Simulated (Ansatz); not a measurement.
Born–Oppenheimer molecular dynamics of CHClF$_{2}$ (5 atoms, charge 0, multiplicity 1). It starts from a relaxed structure.

The calculation used RKS BHLYP/def2-SVP (Ansatz 0.2.0).

```json
{
  "ensemble": "NVT, Langevin thermostat",
  "time step": "0.25 fs",
  "steps asked": "300",
  "set temperature": "300 K",
  "friction": "0.01 /fs",
  "masses": "H 2.014 u",
  "seed": "905464"
}
```

Frames 1.25 fs apart, positions in Å.

Velocities at 32.5 fs (Å/ps):

```
F -5.01 -6.05 -1.56
C 5.94 0.78 -5.02
F 1.61 2.68 0.93
Cl -1.82 -1.96 6.51
H -10.67 2.07 -7.15
```

```xyz
5
Properties=species:S:1:pos:R:3 time_fs=32.5 energy_less_start_eV=0.043 T=341
F 0.043 -0.680 1.232
C 0.053 -0.013 0.126
F 0.757 -0.698 -0.759
Cl -1.567 0.217 -0.566
H 0.499 0.982 0.295
5
Properties=species:S:1:pos:R:3 time_fs=33.8 energy_less_start_eV=0.026 T=361
F 0.036 -0.688 1.230
C 0.060 -0.011 0.119
F 0.759 -0.695 -0.758
Cl -1.569 0.215 -0.557
H 0.486 0.983 0.286
5
Properties=species:S:1:pos:R:3 time_fs=35.0 energy_less_start_eV=0.022 T=390
F 0.031 -0.696 1.227
C 0.066 -0.009 0.112
F 0.762 -0.693 -0.757
Cl -1.571 0.214 -0.547
H 0.475 0.982 0.275
5
Properties=species:S:1:pos:R:3 time_fs=36.2 energy_less_start_eV=0.030 T=367
F 0.025 -0.704 1.224
C 0.072 -0.006 0.103
F 0.766 -0.690 -0.756
Cl -1.572 0.212 -0.538
H 0.465 0.982 0.263
5
Properties=species:S:1:pos:R:3 time_fs=37.5 energy_less_start_eV=0.047 T=339
F 0.020 -0.711 1.222
C 0.076 -0.004 0.097
F 0.768 -0.689 -0.756
Cl -1.574 0.211 -0.528
H 0.458 0.985 0.248
5
Properties=species:S:1:pos:R:3 time_fs=38.8 energy_less_start_eV=0.059 T=343
F 0.014 -0.719 1.220
C 0.079 -0.004 0.091
F 0.772 -0.687 -0.757
Cl -1.575 0.208 -0.519
H 0.455 0.992 0.238
5
Properties=species:S:1:pos:R:3 time_fs=40.0 energy_less_start_eV=0.068 T=331
F 0.009 -0.727 1.217
C 0.081 -0.005 0.088
F 0.776 -0.686 -0.760
Cl -1.575 0.206 -0.509
H 0.455 1.004 0.232
5
Properties=species:S:1:pos:R:3 time_fs=41.2 energy_less_start_eV=0.077 T=310
F 0.004 -0.735 1.215
C 0.081 -0.006 0.086
F 0.781 -0.686 -0.761
Cl -1.574 0.204 -0.499
H 0.457 1.013 0.231
5
Properties=species:S:1:pos:R:3 time_fs=42.5 energy_less_start_eV=0.081 T=272
F 0.000 -0.742 1.212
C 0.080 -0.007 0.085
F 0.788 -0.687 -0.764
Cl -1.574 0.202 -0.490
H 0.462 1.019 0.230
5
Properties=species:S:1:pos:R:3 time_fs=43.8 energy_less_start_eV=0.080 T=273
F -0.004 -0.749 1.208
C 0.076 -0.007 0.086
F 0.793 -0.688 -0.767
Cl -1.573 0.200 -0.481
H 0.471 1.019 0.233
5
Properties=species:S:1:pos:R:3 time_fs=45.0 energy_less_start_eV=0.074 T=269
F -0.009 -0.753 1.205
C 0.072 -0.008 0.087
F 0.799 -0.688 -0.770
Cl -1.573 0.197 -0.473
H 0.483 1.013 0.241
5
Properties=species:S:1:pos:R:3 time_fs=46.2 energy_less_start_eV=0.066 T=252
F -0.013 -0.758 1.200
C 0.069 -0.009 0.089
F 0.805 -0.688 -0.773
Cl -1.574 0.196 -0.466
H 0.496 1.001 0.250
```

Of the whole run (75 fs, mean temperature of the second half 235 K): The mean temperature of the second half is 22 % below the set value. A run of 0.075 ps of so small a system gives no equilibrium averages.

Time of the run: 8.2 min on 1 thread of Arm Neoverse V1, with other jobs on the host, peak memory 0.11 GiB.
